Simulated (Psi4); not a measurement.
**AlH3Cl− (SMILES [AlH3-][Cl]) at wB97X/cc-pVTZ**

Aim: the vertical ionisation energy of AlH3Cl− at wB97X/cc-pVTZ, from 2 runs. 

Program for the calculation: Psi4 1.11.

## Step 1: The molecule

AlH3Cl− has 5 atoms, charge -1, and is taken as a singlet. SMILES: `[AlH3-][Cl]`. Geometry: a GFN2-xTB relaxation, a rough one for these elements and not checked as a minimum.

Bond lengths: Al1–Cl2 2.098 Å, Al1–H3 1.609 Å, Al1–H4 1.608 Å, Al1–H5 1.608 Å. Angles: Cl2–Al1–H3 107.0°, Cl2–Al1–H4 107.0°, Cl2–Al1–H5 107.1°, H3–Al1–H4 111.8°, H3–Al1–H5 111.7°, H4–Al1–H5 111.8°.

## Step 2: The energy at wB97X/cc-pVTZ

File alclh3.xyz:

```xyz
5
AlClH3
Al     0.109160    -0.000440    -0.082500
Cl    -1.562720    -0.002110     1.184250
H      0.226090     1.478490    -0.704190
H     -0.160190    -1.106410    -1.218300
H      1.387660    -0.369540     0.820730
```

File job.py:

```python
import psi4

psi4.set_memory(1600000000)
psi4.set_num_threads(1)
psi4.set_output_file('alclh3.out', False)

with open('alclh3.xyz') as f:
    atoms = ''.join(f.readlines()[2:])
mol = psi4.geometry('-1 1\n' + atoms + 'symmetry c1')

psi4.set_options({
    'basis': 'cc-pVTZ',
    'puream': True,
    'e_convergence': 1e-09,
    'd_convergence': 1e-08,
    'scf_type': 'pk',
    'dft_radial_points': 99,
    'dft_spherical_points': 590,
})

result = psi4.energy('wb97x', molecule=mol)
print(f'total energy {result:.8f} hartree = {result * 27.211386:.5f} eV')
for k, v in sorted(psi4.core.scalar_variables().items()):
    print(f'{k:45s} {v:18.10f}')
```

Started as:

```console
$ python job.py
```

alclh3.out:

```text
[...]
  Running in c1 symmetry.
[...]
  Nuclear repulsion =   78.196689782907086
[...]
  Multiplicity = 1
[...]
  Nalpha       = 17
  Nbeta        = 17
[...]
    Number of basis functions: 110
[...]
   @RKS iter   1:  -704.51130362964329   -5.81374e-01   2.83671e-03 ADIIS/DIIS
[...]
   @RKS iter  10:  -704.56202804510485   -6.02540e-12   3.21281e-09 DIIS
[...]
    Orbital Energies [Eh]
    ---------------------
    Doubly Occupied:
       1A   -101.297076     2A    -55.829213     3A     -9.326390
       4A     -7.083810     5A     -7.081207     6A     -7.081205
       7A     -4.011609     8A     -2.563262     9A     -2.559911
      10A     -2.559905    11A     -0.730436    12A     -0.347205
      13A     -0.246771    14A     -0.246739    15A     -0.244925
      16A     -0.176679    17A     -0.176546
[...]
  @RKS Final Energy:  -704.56202804510485
   => Energetics <=
    Nuclear Repulsion Energy =             78.1966897829070859
    One-Electron Energy =               -1137.7474812766899959
    Two-Electron Energy =                 391.3004648575392821
    DFT Exchange-Correlation Energy =     -36.3117014088611185
    Empirical Dispersion Energy =           0.0000000000000000
    VV10 Nonlocal Energy =                  0.0000000000000000
    Total Energy =                       -704.5620280451048529
[...]
 Multipole Moments:
 ------------------------------------------------------------------------------------
     Multipole            Electronic (a.u.)      Nuclear  (a.u.)        Total (a.u.)
 ------------------------------------------------------------------------------------
 L = 1.  Multiply by 2.5417464519 to convert [e a0] to [Debye]
 Dipole X            :         -4.4171542            3.4416347           -0.9755195
 Dipole Y            :         -0.0091430            0.0059608           -0.0031822
 Dipole Z            :          3.3484885           -2.6086279            0.7398606
 Magnitude           :                                                    1.2243538
[...]
```

On the terminal:

```text
total energy -704.56202805 hartree = -19172.10931 eV
CURRENT ENERGY                                   -704.5620280451
CURRENT REFERENCE ENERGY                         -704.5620280451
DD SOLVATION ENERGY                                 0.0000000000
DFT FUNCTIONAL TOTAL ENERGY                      -704.5620280451
DFT TOTAL ENERGY                                 -704.5620280451
DFT VV10 ENERGY                                     0.0000000000
DFT XC ENERGY                                     -36.3117014089
GRID ELECTRONS ALPHA                               16.9999998644
GRID ELECTRONS BETA                                16.9999998644
GRID ELECTRONS TOTAL                               33.9999997288
NUCLEAR REPULSION ENERGY                           78.1966897829
ONE-ELECTRON ENERGY                             -1137.7474812767
PCM POLARIZATION ENERGY                             0.0000000000
PE ENERGY                                           0.0000000000
SCF ITERATION ENERGY                             -704.5620280451
SCF ITERATIONS                                     10.0000000000
SCF TOTAL ENERGY                                 -704.5620280451
TWO-ELECTRON ENERGY                               391.3004648575
XC GRID RADIAL POINTS                              99.0000000000
XC GRID SPHERICAL POINTS                          590.0000000000
XC GRID TOTAL POINTS                           278997.0000000000
```

It took 32 s on 1 thread of Intel Xeon Platinum 8488C (Sapphire Rapids), shared host; peak memory 0.87 GiB.

## Step 3: Doublet neutral AlH3Cl: energy and forces at U-wB97X/cc-pVTZ

File job.dat:

```
memory 1600 mb

molecule molecule1 {
  0 2
  Al     0.109160    -0.000440    -0.082500
  Cl    -1.562720    -0.002110     1.184250
  H      0.226090     1.478490    -0.704190
  H     -0.160190    -1.106410    -1.218300
  H      1.387660    -0.369540     0.820730
  symmetry c1
}

set globals {
  reference            uks
  puream               true
  e_convergence        1e-09
  d_convergence        1e-08
  scf_type             pk
  dft_radial_points    99
  dft_spherical_points 590
  maxiter              200
}

result, w = gradient("wb97x/cc-pVTZ", return_wfn=True)
oeprop(w, "QUADRUPOLE", "DIPOLE", "MULLIKEN_CHARGES")
print_variables()
```

Started as:

```console
$ psi4 -i job.dat -o job.out -n 1
```

job.out, cut to the lines that bear on the results:

```text
[...]
  Running in c1 symmetry.
[...]
  Nuclear repulsion =   78.196689782907086
[...]
  Multiplicity = 2
[...]
  Nalpha       = 17
  Nbeta        = 16
[...]
    Number of basis functions: 110
[...]
   @UKS iter   1:  -704.35532024392330   -4.25391e-01   2.11355e-03 ADIIS/DIIS
[...]
   @UKS iter  27:  -704.38069281714104   -8.41283e-12   3.89456e-09 DIIS
[...]
   @S^2 Observed:                7.638918518E-01
[...]
  @UKS Final Energy:  -704.38069281714104
   => Energetics <=
    Nuclear Repulsion Energy =             78.1966897829070859
    One-Electron Energy =               -1130.0230121473637155
    Two-Electron Energy =                 383.6163906550514753
    DFT Exchange-Correlation Energy =     -36.1707611077357640
    Empirical Dispersion Energy =           0.0000000000000000
    VV10 Nonlocal Energy =                  0.0000000000000000
    Total Energy =                       -704.3806928171410391
[...]
  -Total Gradient:
     Atom            X                  Y                   Z
    ------   -----------------  -----------------  -----------------
       1       -0.003990186305     0.041641164410    -0.011504580266
       2        0.009230446131    -0.005407585569    -0.005160919101
       3       -0.002990931229    -0.016723088794     0.008151698159
       4        0.002618060987    -0.007931389285     0.009224955724
       5       -0.004872591184    -0.011544385276    -0.000716428959
[...]
 Multipole Moments:
 ------------------------------------------------------------------------------------
     Multipole            Electronic (a.u.)      Nuclear  (a.u.)        Total (a.u.)
 ------------------------------------------------------------------------------------
 L = 1.  Multiply by 2.5417464519 to convert [e a0] to [Debye]
 Dipole X            :         -3.1050865            3.4416347            0.3365483
 Dipole Y            :          0.5065368            0.0059608            0.5124976
 Dipole Z            :          2.1758660           -2.6086279           -0.4327619
 Magnitude           :                                                    0.7504675
 L = 2.  Multiply by 1.3450342976 to convert [e a0^2] to [Debye ang]
 Quadrupole XX       :       -116.8549439           95.5676711          -21.2872728
 Quadrupole XY       :          0.7899641            0.0938432            0.8838073
[...]
  Mulliken Charges: (a.u.)
   Center  Symbol    Alpha    Beta     Spin     Total
[...]
```

It took 2 min on 1 thread of Intel Xeon Platinum 8488C (Sapphire Rapids), shared host; peak memory 0.88 GiB.

## Step 4: What came out

At wB97X/cc-pVTZ:

| quantity | value |
| --- | --- |
| singlet AlH3Cl−: total energy | -704.56203 Eh |
| singlet AlH3Cl−: HOMO energy | -4.80 eV |
| singlet AlH3Cl−: LUMO energy | 7.11 eV |
| singlet AlH3Cl−: HOMO–LUMO gap (to an unbound level, set by the basis) | 11.92 eV |
| doublet neutral AlH3Cl: total energy | -704.38069 Eh |
| doublet neutral AlH3Cl: dipole moment | 1.91 D |
| doublet neutral AlH3Cl: HOMO energy (highest over α and β) | -10.34 eV |
| doublet neutral AlH3Cl: LUMO energy (lowest over α and β) | -5.07 eV |
| doublet neutral AlH3Cl: ⟨S²⟩ | 0.764 |
| doublet neutral AlH3Cl: largest force on an atom | 2.231 eV/Å |
| vertical detachment energy (to the doublet neutral) | 4.934 eV |

In words: The vertical ionisation energy comes to 4.93 eV (114 kcal/mol). The negative HOMO energy of the first species, 4.80 eV, lies 0.13 eV below that difference. Mulliken charges (doublet neutral AlH3Cl) run from -0.15 on Cl2 to +0.25 on Al1; they depend strongly on the basis.
